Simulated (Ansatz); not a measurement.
Results of LDA in Ansatz (plane waves, PAW) for Al2Se3 (Cc, No. 9).

Numerical settings: plane-wave cutoff 500 eV, 8×8×6 k mesh (along the axes of the cell as run), gaussian smearing 0.02 eV, scalar-relativistic PAW data made under PBE.

Computed at the level's own relaxed cell.

**Question.** Predict the equilibrium volume per atom and band gap.

**Answer.** 
- equilibrium volume per atom = 23.67 Å³/atom
- band gap = 1.85 eV (on the SCF k mesh)

Measured, for comparison: band gap 3.1 eV (temperature not stated, not corrected to a static lattice, compiled measured gap; kind and temperature not stated; as tabulated in Kothakonda et al. (2022), arXiv:2208.02841).

Spin–orbit coupling is not included.

Computed values are for the static lattice.

Ansatz is a quantum-chemistry and plane-wave program.
